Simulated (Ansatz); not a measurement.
Process, species as SMILES: C=[C]F → C=[C-]F (an electron is taken up)
B3LYP-D3(BJ)/def2-TZVP geometries, fixed; electronic energies without zero-point terms; positive where energy is released.

Basis-set convergence of the adiabatic electron affinity at PBE with Ansatz (a first-principles code). All functions are spherical. Open shells are unrestricted. No added dispersion term, no relativity. Functions are those of the species that has most. Reference: the value in aug-pcseg-3, 1.394 eV, itself unsure by roughly 0.014 eV (its mean distance from aug-cc-pVQZ, def2-QZVPPD). Deviations are taken from unrounded values.

| basis | functions | adiabatic electron affinity (eV) | minus reference (eV) |
|---|---|---|---|
| pcseg-1 | 52 | 0.999 | -0.395 |
| 6-311++G(2d,2p) | 101 | 1.423 | 0.030 |
| cc-pVTZ | 118 | 0.998 | -0.395 |
| pcseg-2 | 118 | 1.265 | -0.128 |
| def2-TZVPP | 121 | 1.153 | -0.241 |
| def2-TZVPD | 132 | 1.345 | -0.049 |
| cc-pVQZ | 225 | 1.168 | -0.225 |
| aug-cc-pVQZ | 332 | 1.394 | 0.000 |
| aug-pcseg-3 | 353 | 1.394 | 0.000 |

The smallest set listed that lies within 0.1 eV of the reference with all its larger relatives (same family, alike in diffuse functions; a set with none counts only in the reference's own line) is 6-311++G(2d,2p) (101 functions, 0.030 eV off). Inside, with no larger relative to test it: aug-cc-pVQZ. (Relatives not listed, tested too: def2-TZVPPD -0.051, 6-311++G(3df,3pd) -0.013, def2-QZVPPD -0.028 eV.)
